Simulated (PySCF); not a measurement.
Geometries of 3 isomers of C4H9F, from PySCF, PBE0-D3(BJ)/def2-SVP geometry optimisation, gas phase. One conformer each, no zero-point energy, no frequencies.

Problem. Which is lowest in electronic energy at this level?
A.
```xyz
14
angstrom
C      1.927   -0.016    0.255
C      0.481    0.408    0.446
C     -0.481   -0.324   -0.470
C     -1.931    0.033   -0.249
F     -0.331   -1.689   -0.269
H      2.274    0.192   -0.770
H      2.038   -1.096    0.432
H      2.596    0.515    0.948
H      0.366    1.490    0.266
H      0.166    0.229    1.489
H     -0.201   -0.131   -1.523
H     -2.109    1.097   -0.464
H     -2.579   -0.567   -0.904
H     -2.220   -0.163    0.796
```
B.
```xyz
14
angstrom
C      1.252    0.014   -0.744
C      0.154   -0.070    0.302
C     -0.809   -1.211    0.025
C     -0.568    1.254    0.475
F      0.778   -0.355    1.519
H      0.833    0.234   -1.737
H      1.967    0.808   -0.482
H      1.798   -0.939   -0.799
H     -1.339   -1.057   -0.927
H     -1.553   -1.284    0.831
H     -0.264   -2.164   -0.030
H      0.148    2.046    0.740
H     -1.084    1.545   -0.452
H     -1.313    1.179    1.280
```
C.
```xyz
14
angstrom
C     -1.950   -0.053   -0.095
C     -0.551   -0.214    0.477
C      0.548    0.155   -0.510
C      1.938    0.050    0.070
F      2.076    0.900    1.144
H     -2.098   -0.688   -0.983
H     -2.138    0.989   -0.402
H     -2.722   -0.325    0.641
H     -0.436    0.413    1.376
H     -0.401   -1.256    0.812
H      0.496   -0.494   -1.402
H      0.395    1.188   -0.870
H      2.703    0.315   -0.680
H      2.142   -0.978    0.421
```

Solution. B. That is `CC(C)(C)F`, 3.4 kcal/mol below the next.

```csv
SMILES,atoms numbered as above,E (Eh),relative (kcal/mol),relative (kJ/mol),dipole (D)
CC(C)(C)F,[CH3:1][C:2]([CH3:3])([CH3:4])[F:5],-257.22472,0.0,0.0,1.78
CC[C@H](C)F,[CH3:1][CH2:2][C@H:3]([CH3:4])[F:5],-257.21938,3.4,14.0,1.70
CCCCF,[CH3:1][CH2:2][CH2:3][CH2:4][F:5],-257.21227,7.8,32.7,1.65
```
